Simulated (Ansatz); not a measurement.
Computed with Ansatz (a first-principles code) with frozen-core CCSD(T)/cc-pVTZ.

Ansatz 0.2 input:
```yaml
crystal:
  periodic: [false, false, false]
  atoms:
    - { symbol: F, position_ang: [0.0, 0.0, 0.0] }
basis:
  gaussian: { orbitals: cc-pVTZ }
correlation:
  method: ccsd_t
magnetization:
  spin_polarized: true
  initial_magnetization: 1
```

Output:

```
Functional definition: HF
185 factors; integrals over basis functions are off by at most 2.5e-4 eV
mean field evaluation 1: about -2704.7552 eV, gradient 9.0e0 eV
mean field evaluation 2: about -2704.7557 eV, gradient 9.0e0 eV
mean field evaluation 4: about -2704.9590 eV, gradient 9.3e-1 eV
mean field evaluation 8: about -2704.9621 eV, gradient 9.1e-4 eV
mean field evaluation 16: about -2704.9621 eV, gradient 5.9e-2 eV
mean field evaluation 32: about -2704.9622 eV, gradient 3.7e-3 eV
mean field evaluation 64: about -2704.9618 eV, gradient 2.1e-1 eV
mean field -2704.96213149 eV, -99.4055248430 hartree, gradient 3.6e-6 eV, S^2 0.753414; 4 other end points of the search recorded, 0 dependent functions left out
1 core orbitals not correlated
reference -2704.96213149 eV, -99.4055248430 hartree; 4, 3 occupied and 25, 26 virtual orbitals, 185 factors
second order -5.43778377 eV of doubles, -0.00000000 eV of singles
cycle   1  -5.66481536 eV  change   -2.3e-1 eV  update   2.3e-2
cycle   2  -5.74147716 eV  change   -7.7e-2 eV  update   6.7e-3
cycle   3  -5.74859132 eV  change   -7.1e-3 eV  update   2.3e-3
cycle   4  -5.74777112 eV  change    8.2e-4 eV  update   8.4e-4
cycle   5  -5.74829468 eV  change   -5.2e-4 eV  update   2.0e-4
cycle   6  -5.74827830 eV  change    1.6e-5 eV  update   3.8e-5
cycle   7  -5.74828152 eV  change   -3.2e-6 eV  update   8.4e-6
perturbative correction -0.09769022 eV, -0.0035900495 hartree
Total energy: -2710.80810323 eV, -99.6203603419 hartree
```

Cost: roughly 1.1 core-seconds.
